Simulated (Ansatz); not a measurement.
**SiH4 with CH3Cl: structure and interaction energy**

How do SiH4 and CH3Cl sit together, how strongly do they interact, and which methods get it right?

The runs use Ansatz 0.2.0, Gaussian basis; PBE0-D4 structure, single points in def2-TZVPPD.

Levels: PBE-D4, revPBE-D4, BLYP-D4, r2SCAN-D4, B97M-V, PBE0-D4, B3LYP-D4, HSE06-D4, wB97X-V, wB97M-V, B2PLYP, Hartree-Fock, MP2, CCSD, CCSD(T). The reference is CCSD(T) extrapolated to the basis limit.

Cores are frozen in the correlated methods. B3LYP uses VWN-RPA correlation. B2PLYP carries no dispersion term here.

176 further runs of the same task are left out: 176 set aside as unsound or not needed. Runs told in other sessions of the task aren't counted.

## Step 1: The system as given

The pair, from a GFN2-xTB docking trial: 10 atoms, charge 0, spin multiplicity 1.

Atoms are counted from 1 here; the program's logs count them from 0.

Bond lengths: Si1–H2 1.462 Å, Si1–H3 1.461 Å, Si1–H4 1.463 Å, Si1–H5 1.457 Å, C6–Cl7 1.777 Å, C6–H8 1.086 Å, C6–H9 1.085 Å, C6–H10 1.085 Å. Angles: H2–Si1–H3 109.4°, H2–Si1–H4 108.7°, H2–Si1–H5 109.8°, H3–Si1–H4 108.9°, H3–Si1–H5 110.0°, H4–Si1–H5 110.1°, Cl7–C6–H8 108.1°, Cl7–C6–H9 108.3°, Cl7–C6–H10 108.3°, H8–C6–H9 110.7°, H8–C6–H10 110.7°, H9–C6–H10 110.7°.

As a file:

```xyz
10

Si   -0.0010   -0.0260   -2.2558
H    -1.2048   -0.4624   -2.9606
H     1.1481   -0.1221   -3.1528
H     0.2176   -0.9100   -1.1110
H    -0.1654    1.3491   -1.8016
C    -0.0057   -0.0995    2.3276
Cl    0.0743    1.4689    1.4959
H    -0.3725   -0.8380    1.6215
H    -0.6837   -0.0041    3.1699
H     0.9930   -0.3559    2.6669
```

Atoms 1 to 5 are fragment A (SiH4), the rest fragment B (CH3Cl).

## Step 2: A first relaxation in a small basis

pre/in.yaml reads:

```yaml
crystal:
  periodic: [false, false, false]
  atoms:
    - {symbol: Si, position_ang: [-0.001000, -0.026000, -2.255800]}
    - {symbol: H, position_ang: [-1.204800, -0.462400, -2.960600]}
    - {symbol: H, position_ang: [1.148100, -0.122100, -3.152800]}
    - {symbol: H, position_ang: [0.217600, -0.910000, -1.111000]}
    - {symbol: H, position_ang: [-0.165400, 1.349100, -1.801600]}
    - {symbol: C, position_ang: [-0.005700, -0.099500, 2.327600]}
    - {symbol: Cl, position_ang: [0.074300, 1.468900, 1.495900]}
    - {symbol: H, position_ang: [-0.372500, -0.838000, 1.621500]}
    - {symbol: H, position_ang: [-0.683700, -0.004100, 3.169900]}
    - {symbol: H, position_ang: [0.993000, -0.355900, 2.666900]}
basis:
  gaussian: {orbitals: def2-SVP}
hamiltonian: {xc: pbe, dispersion: d4}
relax: {f_tol: 0.03, max_steps: 250}
```

Run with:

```bash
$ ansatz run in.yaml --threads 4 --pin off --events-out ev --progress --plain --max-ram 9574MiB
```

The runs that follow: Relaxation at PBE0-D4; PBE-D4/def2-TZVPPD; r2SCAN-D4/def2-TZVPPD; PBE0-D4/def2-TZVPPD; B3LYP-D4/def2-TZVPPD; wB97X-V/def2-TZVPPD; wB97M-V/def2-TZVPPD; B2PLYP/def2-TZVPPD; BLYP-D4/def2-TZVPPD; revPBE-D4/def2-TZVPPD; B97M-V/def2-TZVPPD; HSE06-D4/def2-TZVPPD; CCSD(T)/def2-TZVPPD; MP2/def2-QZVPPD; Hartree-Fock/STO-3G; PBE-D4/STO-3G; B3LYP-D4/6-31G; SPW92/def2-SVP; PBE-D4/def2-SVP; PBE0-D4/def2-SVP; wB97M-V/def2-SVP; CCSD(T)/def2-SVP; Vibrations of the pair.

Q: Predict the outcome of this session. Wanted: interaction energy, CCSD(T)/CBS; of it Hartree-Fock; D4 term of PBE0-D4; shortest contact; lowest wavenumber.

**Answer**, as computed:

| quantity | value |
| --- | --- |
| interaction energy, CCSD(T)/CBS | -67 meV |
| of it Hartree-Fock (basis limit) | +28 meV |
| D4 term of PBE0-D4 | -48 meV |
| shortest contact | H4–H8 2.49 Å |
| lowest wavenumber | 8i cm⁻¹ |

The pair is bound by 67 meV at fixed fragment shapes. Hartree-Fock doesn't bind it at this geometry, so correlation, mostly dispersion, holds it together. B3LYP-D4 is the best functional here (0 meV from CCSD(T)/CBS); B2PLYP is the worst (+50 meV). Mean unsigned error by rung: GGA 7, meta-GGA 6, hybrid 2, screened hybrid 4, range-separated hybrid 1, double hybrid 50 meV. The double hybrids carry no dispersion term here, unlike the levels marked D4 or V. PBE-D4 gives an interaction energy 10 meV too low, an error of 14 % of the reference. CCSD(T) moves by -14 meV from triple zeta to the limit; gaps between functionals far smaller than that don't rank them. A lower arrangement may exist.
